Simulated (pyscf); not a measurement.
Optimised with ωB97X-D3(BJ)/def2-SVP in PySCF. Correlated levels are frozen-core, on RHF or UHF. ΔMP2 is the change of the MP2 total energy from the triple- to the quadruple-zeta basis.

Problem. PBE/def2-TZVP puts the barrier of H₂C=NH + acetylene (HC≡CH) → cyclic C₃H₅N (SMILES [CH]C1CN1) [singlet] (cycloaddition; singlet surface; none broken, C–C, C–N formed) at 39.3 kcal/mol and the reaction energy at +32.3 kcal/mol, from the separated reactants. What do r²SCAN/def2-TZVP, ωB97M-D3(BJ)/def2-TZVP, CCSD(T)/def2-TZVPP + ΔMP2(QZVPP) give on the same structures?

Solution. r²SCAN: ΔE‡ = 40.6 kcal/mol, ΔE = +32.1 kcal/mol; ωB97M-D3(BJ): ΔE‡ = 50.3 kcal/mol, ΔE = +36.2 kcal/mol; CCSD(T): ΔE‡ = 50.0 kcal/mol, ΔE = +39.9 kcal/mol. PBE's barrier lies under all of them, by 1.4 to 11.0 kcal/mol. Its reaction energy matches one of them and lies within 7.7 kcal/mol of the others. On the reactant side the descent ends in a complex (not fully relaxed), 4.1 kcal/mol under the separated species and 53.7 kcal/mol under the saddle at ωB97X-D3(BJ)/def2-TZVP. On the product side the descent ends in a point that may be a rotor saddle (no frequency run), 2.6 kcal/mol over the lowest minimum found and 14.6 kcal/mol under the saddle at ωB97X-D3(BJ)/def2-TZVP. cyclic C₃H₅N (SMILES [CH]C1CN1) [singlet] lies 104.1 kcal/mol over its isomer H₃C–CH₂–C≡N (electronic energy, ωB97M-D3(BJ)/def2-TZVP). One saddle was located; it need not be the lowest between these sides. The CCSD(T) − MP2 part came from Ansatz, without density fitting, on the same reference.
